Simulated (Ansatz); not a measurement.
Trigonal Te, treated with r²SCAN (Ansatz, a quantum-chemistry and plane-wave program, PAW).

Settings: plane-wave cutoff 560 eV, 12×12×6 k mesh (along the axes of the cell as run), Fermi–Dirac smearing 0.01 eV, scalar-relativistic PAW data made under PBE.

Cell (relaxed at this level):

```yaml
crystal:
  lattice:
    - [2.31026, -4.00149, 0.00000]
    - [2.31026, 4.00149, 0.00000]
    - [0.00000, 0.00000, 5.90607]
  atoms:
    - { symbol: Te, position: [0.00000, 0.25350, 0.66667] }
    - { symbol: Te, position: [0.74650, 0.74650, 0.00000] }
    - { symbol: Te, position: [0.25350, 0.00000, 0.33333] }
```

Question: Give the computed Γ–Γ gap, pressure derivative B′ of the bulk modulus, smallest direct gap on the k points sampled, bulk modulus and band gap.

Answer: 
* **Γ–Γ gap**: 1.91 eV
* **pressure derivative B′ of the bulk modulus**: 9.0
* **smallest direct gap on the k points sampled**: 0.59 eV
* **bulk modulus**: 12.3 GPa
* **band gap**: 0.54 eV

Measured, for comparison: band gap 0.33 eV (temperature not stated, no zero-point or thermal correction, compiled measured gap; kind and temperature not stated; as tabulated in Kothakonda et al. (2022), arXiv:2208.02841); bulk modulus 19 GPa (temperature not stated, no zero-point or thermal correction; as tabulated in Yi et al. (2018), arXiv:1712.00894). Computed (rounded) less measured: bulk modulus -35 % (against room or unstated temperature, where such soft solids are markedly softer).

Note: for a layered or molecular solid the relaxed cell lies over 5 % above the published volume, where the minimum can be shallow; the cell comes from a level without a dispersion term, which matters for the spacing of layers, chains or molecules; the bulk modulus comes from volumes at which shape and atoms were relaxed.

Spin–orbit coupling is not included; with these elements it can move the gap by several tenths of an eV or more.

Computed values are for the static lattice.

Computing time: very roughly 21 core-minutes.
